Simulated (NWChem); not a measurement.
The numbers come from NWChem runs, not from measurements. System: disulfur (S2), charge 0, spin multiplicity 3, at a geometry optimised with UPBE0/def2-SVP. Its SCF solution wasn't tested for a lower state. Level: UMP2/STO-3G, 10 core orbitals frozen.

Output (cleaned and shortened):

```
             Northwest Computational Chemistry Package (NWChem) 7.3.0
             --------------------------------------------------------

                                NWChem Input Module
                                -------------------

 Scaling coordinates for geometry "geometry" by  1.889725989
 (inverse scale =  0.529177249)

 Turning off AUTOSYM since
 SYMMETRY directive was detected!

                             Geometry "geometry" -> ""
                             -------------------------

 Output coordinates in angstroms (scale by  1.889725989 to convert to a.u.)

  No.       Tag          Charge          X              Y              Z
 ---- ---------------- ---------- -------------- -------------- --------------
    1 S                   16.0000     0.00000000     0.00000000     0.95197100
    2 S                   16.0000     0.00000000     0.00000000    -0.95197100

 Effective nuclear repulsion energy (a.u.)      71.1520496653

            Nuclear Dipole moment (a.u.)
            ----------------------------
        X                 Y               Z
 ---------------- ---------------- ----------------
     0.0000000000     0.0000000000     0.0000000000

      Symmetry information
      --------------------

 Group name             D2h
 Group number             26
 Group order               8
 No. of unique centers     1

      Symmetry unique atoms

     1


 Summary of "ao basis" -> "" (spherical)
 ------------------------------------------------------------------------------
       Tag                 Description            Shells   Functions and Types
 ---------------- ------------------------------  ------  ---------------------
 *                           sto-3g                   on all atoms

 Summary of "ao basis" -> "ao basis" (spherical)
 ------------------------------------------------------------------------------
       Tag                 Description            Shells   Functions and Types
 ---------------- ------------------------------  ------  ---------------------
 S                           sto-3g                  5        9   3s2p

                                 NWChem SCF Module
                                 -----------------

  ao basis        = "ao basis"
  functions       =    18
  atoms           =     2
  alpha electrons =    17
  beta  electrons =    15
  charge          =   0.00
  wavefunction    = UHF
  use symmetry    = T
  symmetry adapt  = T

 Summary of "ao basis" -> "ao basis" (spherical)
[...]
     2   0 2 0    -15.725898     -9.220819     -6.505079      0.000000
     2   0 1 1      0.000000      0.000000      0.000000      0.000000
     2   0 0 2    -16.964503    -64.385834    -56.139396    103.560726

                   NWChem MP2 Semi-direct Energy/Gradient Module
                   ---------------------------------------------

  Basis functions       =     18
  Molecular orbitals    =     18
  Frozen core           =     10
  Frozen virtuals       =      0
  Active alpha occupied =      7
  Active beta occupied  =      5
  Active alpha virtual  =      1
  Active beta virtual   =      3
  Use MO symmetry       = T
  Use skeleton AO sym   = T

  AO/Fock/Back tols     =   1.0D-09  1.0D-09  1.0D-09

 GA uses MA = F    GA memory limited = T

 Available:
  local mem=  1.15D+08
 global mem=  1.31D+08
 local disk=  0.00D+00
  mp2_memr nvloc                     1
  nvloc new                     1
   1 passes of   7:        2097152                        725                      4444.
   1 passes of   7: M    114686939           G      131071352           F     112589787.

 Semi-direct pass number   1 of   1  for UHF alpha       at        0.1s
  vrange nnbf                   162
  mp2_eaftype                    10  avail_ma_in_mb                   999
 EAF : mp2_eaftype filesize          10       2222.
  mp2_eaf for mointskh                     10
Node 0 wrote      0.0 Mb in      0.0 s     Agg I/O rate:   645.5 Mb/s
 Done moints_semi at        0.1s
  mp2_eaftype                    10  avail_ma_in_mb                   989
 EAF : mp2_eaftype filesize          10       2222.
  mp2_eaf for kh                    10
 Done maket at        0.1s
 Done multipass loop at        0.1s

 GA uses MA = F    GA memory limited = T

 Available:
  local mem=  1.15D+08
 global mem=  1.31D+08
 local disk=  0.00D+00
  mp2_memr nvloc                     3
  nvloc new                     3
   1 passes of   5:        2097152                        798                      8850.
   1 passes of   5: M    114686939           G      131071352           F     112589787.

 Semi-direct pass number   1 of   1  for UHF beta        at        0.1s
  vrange nnbf                   162
  mp2_eaftype                    10  avail_ma_in_mb                   999
 EAF : mp2_eaftype filesize          10       4425.
  mp2_eaf for mointskh                     10
Node 0 wrote      0.0 Mb in      0.0 s     Agg I/O rate:   925.6 Mb/s
 Done moints_semi at        0.1s
  mp2_eaftype                    10  avail_ma_in_mb                   989
 EAF : mp2_eaftype filesize          10       4425.
  mp2_eaf for kh                    10
 Done maket at        0.1s
 Done multipass loop at        0.1s

          -------------------------------------------
          SCF energy                -786.319555495900
          Correlation energy          -0.060816013398
          Singlet pairs                0.000000000000
          Triplet pairs                0.000000000000
          Total MP2 energy          -786.380371509297
          -------------------------------------------

          ---------------------------------------------------
                    Spin Component Scaled (SCS) MP2
          Same spin pairs                     -0.028663739271
          Same spin scaling factor             0.333333333333
          Opposite spin pairs                 -0.032152274127
          Opposite spin scaling fact.          1.200000000000
          SCS-MP2 correlation energy          -0.048137308709
          Total SCS-MP2 energy              -786.367692804609
          ---------------------------------------------------

 -----------------------
 Performance information
 -----------------------

 Timer overhead =  1.91D-07 seconds/call

               Nr. of calls         CPU time (s)                 Wall time (s)                GFlops
             ---------------    -------------------     ------------------------------   -------------------
Name         Min   Avg   Max    Min     Avg     Max     Min     Avg     Max   Mx/calls   Min     Max     Sum
mp2: moin     2     2     2   5.04E-2 5.04E-2 5.04E-2  5.04E-2 5.04E-2 5.04E-2 2.52E-2   0.0     0.0     0.0
mp2: make     2     2     2   2.14E-4 2.14E-4 2.14E-4  2.14E-4 2.14E-4 2.14E-4 1.07E-4   0.0     0.0     0.0
mp2: tota     1     1     1   5.80E-2 5.80E-2 5.80E-2  5.80E-2 5.80E-2 5.80E-2 5.80E-2   0.0     0.0     0.0

 The average no. of pstat calls per process was 5.00D+00
 with a timing overhead of 9.57D-07s

 Task  times  cpu:        0.1s     wall:        0.1s

 Total times  cpu:        0.1s     wall:        0.1s
```

Q: Write an NWChem input that would produce this output.

A: One answer among several that fit: 
```
start mol
memory heap 200 mb stack 800 mb global 1000 mb
geometry units angstroms nocenter noautoz
  S      0.000000     0.000000     0.951971
  S      0.000000     0.000000    -0.951971
  symmetry group D2h
end
basis spherical
  * library sto-3g
end
scf
  uhf
  nopen 2
  maxiter 100
  thresh 1e-7
  semidirect memsize 60000000 filesize 0
  # guess.movecs holds the orbitals of an unrestricted PBE0 run
  vectors input guess.movecs output mol.movecs
end
mp2
  freeze core 10
end
task mp2 energy
```
